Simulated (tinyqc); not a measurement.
Inside a calculation. Method: CCD on RHF in the sto-3g basis, for H2O, spin multiplicity 1. One step of it, computed by the program tinyqc.

Problem. Integrals over molecular orbitals. (pq|rs) = sum C_ip C_jq C_kr C_ls (ij|kl), one index at a time.

coefficients C:
```
              MO1        MO2        MO3        MO4       MO5        MO6        MO7
1O 1s    0.994457  -0.240068   0.000000   0.090577  0.000000  -0.110696   0.000000
1O 2s    0.023912   0.891726   0.000000  -0.463660  0.000000   0.655495   0.000000
1O 2px   0.000000   0.000000   0.000000   0.000000  1.000000   0.000000   0.000000
1O 2py   0.000000   0.000000   0.601146   0.000000  0.000000   0.000000   0.922025
1O 2pz   0.002969   0.079170   0.000000   0.756280  0.000000   0.720098   0.000000
2H 1s   -0.004481   0.142489   0.453056   0.331135  0.000000  -0.705815  -0.719478
3H 1s   -0.004481   0.142489  -0.453056   0.331135  0.000000  -0.705815   0.719478
```

core Hamiltonian H = T + V (hartree), lower triangle:
```
             1O 1s      1O 2s     1O 2px     1O 2py     1O 2pz      2H 1s      3H 1s
1O 1s   -32.562804
1O 2s    -7.575379  -9.186969
1O 2px    0.000000   0.000000  -7.335454
1O 2py    0.000000   0.000000   0.000000  -7.448827
1O 2pz   -0.013392  -0.164158   0.000000   0.000000  -7.395155
2H 1s    -1.190641  -2.816028   0.000000  -1.678772  -1.260165  -4.475686
3H 1s    -1.190641  -2.816028   0.000000   1.678772  -1.260165  -0.955999  -4.475686
```

Two-electron integrals (ij|kl) in chemists' order, unique and non-zero (hartree):
```
(11|11) 4.785065    (21|11) 0.741380    (21|21) 0.136873    (22|11) 1.118947
(22|21) 0.256633    (22|22) 0.817206    (31|31) 0.024477    (32|31) 0.037809
(32|32) 0.180518    (33|11) 1.115814    (33|21) 0.256684    (33|22) 0.817023
(33|33) 0.880159    (41|41) 0.024477    (42|41) 0.037809    (42|42) 0.180518
(43|43) 0.047444    (44|11) 1.115814    (44|21) 0.256684    (44|22) 0.817023
(44|33) 0.785270    (44|44) 0.880159    (51|51) 0.024477    (52|51) 0.037809
(52|52) 0.180518    (53|53) 0.047444    (54|54) 0.047444    (55|11) 1.115814
(55|21) 0.256684    (55|22) 0.817023    (55|33) 0.785270    (55|44) 0.785270
(55|55) 0.880159    (61|11) 0.116939    (61|21) 0.021424    (61|22) 0.039967
(61|33) 0.039889    (61|41) 0.000794    (61|42) 0.001496    (61|44) 0.040047
(61|51) 0.000576    (61|52) 0.001086    (61|54) 0.000115    (61|55) 0.039972
(61|61) 0.003396    (62|11) 0.303801    (62|21) 0.070636    (62|22) 0.251401
(62|33) 0.246984    (62|41) 0.004299    (62|42) 0.033774    (62|44) 0.255502
(62|51) 0.003119    (62|52) 0.024508    (62|54) 0.006181    (62|55) 0.251469
(62|61) 0.011290    (62|62) 0.098292    (63|31) 0.007152    (63|32) 0.042498
(63|43) 0.006892    (63|53) 0.005001    (63|63) 0.013522    (64|11) 0.183731
(64|21) 0.043247    (64|22) 0.164327    (64|33) 0.156990    (64|41) 0.009446
(64|42) 0.063231    (64|44) 0.176041    (64|51) 0.001665    (64|52) 0.015045
(64|54) 0.008823    (64|55) 0.159763    (64|61) 0.007196    (64|62) 0.078085
(64|64) 0.074842    (65|11) 0.133327    (65|21) 0.031383    (65|22) 0.119246
(65|33) 0.113922    (65|41) 0.001665    (65|42) 0.015045    (65|44) 0.117744
(65|51) 0.008360    (65|52) 0.053416    (65|54) 0.009666    (65|55) 0.125937
(65|61) 0.005222    (65|62) 0.056664    (65|64) 0.044497    (65|65) 0.045812
(66|11) 0.464244    (66|21) 0.109676    (66|22) 0.449272    (66|33) 0.431690
(66|41) 0.008144    (66|42) 0.089742    (66|44) 0.465875    (66|51) 0.005910
(66|52) 0.065122    (66|54) 0.024807    (66|55) 0.449692    (66|61) 0.017655
(66|62) 0.227847    (66|64) 0.206554    (66|65) 0.149888    (66|66) 0.774606
(71|11) 0.116939    (71|21) 0.021424    (71|22) 0.039967    (71|33) 0.039889
(71|41) -0.000794   (71|42) -0.001496   (71|44) 0.040047    (71|51) 0.000576
(71|52) 0.001086    (71|54) -0.000115   (71|55) 0.039972    (71|61) 0.003341
(71|62) 0.010915    (71|64) 0.006401    (71|65) 0.005054    (71|66) 0.016917
(71|71) 0.003396    (72|11) 0.303801    (72|21) 0.070636    (72|22) 0.251401
(72|33) 0.246984    (72|41) -0.004299   (72|42) -0.033774   (72|44) 0.255502
(72|51) 0.003119    (72|52) 0.024508    (72|54) -0.006181   (72|55) 0.251469
(72|61) 0.010915    (72|62) 0.077425    (72|64) 0.042873    (72|65) 0.043316
(72|66) 0.144019    (72|71) 0.011290    (72|72) 0.098292    (73|31) 0.007152
(73|32) 0.042498    (73|43) -0.006892   (73|53) 0.005001    (73|63) 0.010231
(73|73) 0.013522    (74|11) -0.183731   (74|21) -0.043247   (74|22) -0.164327
(74|33) -0.156990   (74|41) 0.009446    (74|42) 0.063231    (74|44) -0.176041
(74|51) -0.001665   (74|52) -0.015045   (74|54) 0.008823    (74|55) -0.159763
(74|61) -0.006401   (74|62) -0.042873   (74|64) -0.014032   (74|65) -0.023521
(74|66) -0.072916   (74|71) -0.007196   (74|72) -0.078085   (74|74) 0.074842
(75|11) 0.133327    (75|21) 0.031383    (75|22) 0.119246    (75|33) 0.113922
(75|41) -0.001665   (75|42) -0.015045   (75|44) 0.117744    (75|51) 0.008360
(75|52) 0.053416    (75|54) -0.009666   (75|55) 0.125937    (75|61) 0.005054
(75|62) 0.043316    (75|64) 0.023521    (75|65) 0.034104    (75|66) 0.087679
(75|71) 0.005222    (75|72) 0.056664    (75|74) -0.044497   (75|75) 0.045812
(76|11) 0.094733    (76|21) 0.022230    (76|22) 0.085943    (76|33) 0.083974
(76|44) 0.085782    (76|51) 0.001535    (76|52) 0.014407    (76|55) 0.087976
(76|61) 0.003512    (76|62) 0.033115    (76|64) 0.022922    (76|65) 0.021486
(76|66) 0.079848    (76|71) 0.003512    (76|72) 0.033115    (76|74) -0.022922
(76|75) 0.021486    (76|76) 0.014001    (77|11) 0.464244    (77|21) 0.109676
(77|22) 0.449272    (77|33) 0.431690    (77|41) -0.008144   (77|42) -0.089742
(77|44) 0.465875    (77|51) 0.005910    (77|52) 0.065122    (77|54) -0.024807
(77|55) 0.449692    (77|61) 0.016917    (77|62) 0.144019    (77|64) 0.072916
(77|65) 0.087679    (77|66) 0.290694    (77|71) 0.017655    (77|72) 0.227847
(77|74) -0.206554   (77|75) 0.149888    (77|76) 0.079848    (77|77) 0.774606
```

Give: one-electron integrals over orbitals h = C^T H C; Two-electron integrals over orbitals.

Solution.

one-electron integrals over orbitals h = C^T H C (hartree), lower triangle:
```
          1        2        3        4        5        6        7
1  -32.5462
2    0.5704  -7.5533
3    0.0000   0.0000  -5.9656
4   -0.2014   0.5237   0.0000  -6.5893
5    0.0000   0.0000   0.0000   0.0000  -7.3355
6    0.2549  -1.2010   0.0000  -1.3164   0.0000  -5.2452
7    0.0000   0.0000  -1.7845   0.0000   0.0000   0.0000  -5.5218
```

Two-electron integrals over orbitals (pq|rs), unique and non-zero (hartree):
```
(11|11) 4.7468      (21|11) -0.4299     (21|21) 0.0615      (22|11) 1.0216
(22|21) -0.0154     (22|22) 0.7234      (31|31) 0.0104      (32|31) 0.0165
(32|32) 0.1298      (33|11) 0.7549      (33|21) -0.0047     (33|22) 0.6108
(33|33) 0.5888      (41|11) 0.1606      (41|21) -0.0212     (41|22) 0.0120
(41|33) 0.0053      (41|41) 0.0241      (42|11) -0.1449     (42|21) 0.0078
(42|22) -0.0253     (42|33) 0.0043      (42|41) 0.0190      (42|42) 0.1302
(43|31) -0.0023     (43|32) 0.0291      (43|43) 0.0555      (44|11) 0.9389
(44|21) -0.0113     (44|22) 0.6632      (44|33) 0.5633      (44|41) -0.0089
(44|42) -0.0949     (44|44) 0.7057      (51|51) 0.0260      (52|51) 0.0333
(52|52) 0.1509      (53|53) 0.0260      (54|51) -0.0116     (54|52) -0.0430
(54|54) 0.0479      (55|11) 1.1154      (55|21) -0.0122     (55|22) 0.7552
(55|33) 0.5975      (55|41) 0.0045      (55|42) -0.0786     (55|44) 0.6927
(55|55) 0.8802      (61|11) -0.1981     (61|21) 0.0300      (61|22) -0.0025
(61|33) 4.34e-04    (61|41) 0.0030      (61|42) 0.0205      (61|44) -0.0154
(61|55) -0.0054     (61|61) 0.0254      (62|11) 0.2650      (62|21) -0.0062
(62|22) 0.1298      (62|33) 0.0634      (62|41) 0.0183      (62|42) 0.0329
(62|44) 0.0648      (62|55) 0.1407      (62|61) 0.0095      (62|62) 0.0937
(63|31) 0.0024      (63|32) -0.0399     (63|43) -0.0395     (63|63) 0.0783
(64|11) 0.2687      (64|21) -0.0035     (64|22) 0.1280      (64|33) 0.0474
(64|41) 0.0016      (64|42) -0.0450     (64|44) 0.1321      (64|55) 0.1491
(64|61) -0.0014     (64|62) 0.0613      (64|64) 0.0960      (65|51) 0.0132
(65|52) 0.0515      (65|54) 0.0057      (65|65) 0.0341      (66|11) 0.7704
(66|21) -0.0073     (66|22) 0.5873      (66|33) 0.5446      (66|41) 0.0176
(66|42) 0.0486      (66|44) 0.5397      (66|55) 0.5722      (66|61) 0.0085
(66|62) 0.0889      (66|64) 0.0519      (66|66) 0.5754      (71|31) 0.0143
(71|32) 0.0217      (71|43) -0.0032     (71|63) 0.0028      (71|71) 0.0197
(72|31) 0.0148      (72|32) 0.0557      (72|43) -0.0288     (72|63) 0.0292
(72|71) 0.0195      (72|72) 0.0690      (73|11) 0.3719      (73|21) -0.0070
(73|22) 0.1672      (73|33) 0.0883      (73|41) -1.97e-04   (73|42) -0.0750
(73|44) 0.1454      (73|55) 0.2039      (73|61) -0.0055     (73|62) 0.0686
(73|64) 0.1001      (73|66) 0.0438      (73|73) 0.1589      (74|31) -0.0080
(74|32) -0.0710     (74|43) -0.0134     (74|63) 0.0557      (74|71) -0.0110
(74|72) -0.0176     (74|74) 0.0698      (75|53) 0.0239      (75|75) 0.0255
(76|31) 0.0076      (76|32) 0.0867      (76|43) 0.0629      (76|63) -0.0697
(76|71) 0.0103      (76|72) -0.0027     (76|74) -0.0600     (76|76) 0.1139
(77|11) 0.8433      (77|21) -0.0091     (77|22) 0.6093      (77|33) 0.5800
(77|41) 0.0036      (77|42) -0.0201     (77|44) 0.5802      (77|55) 0.6110
(77|61) -0.0039     (77|62) 0.0614      (77|64) 0.0529      (77|66) 0.5464
(77|73) 0.0997      (77|77) 0.5968
```
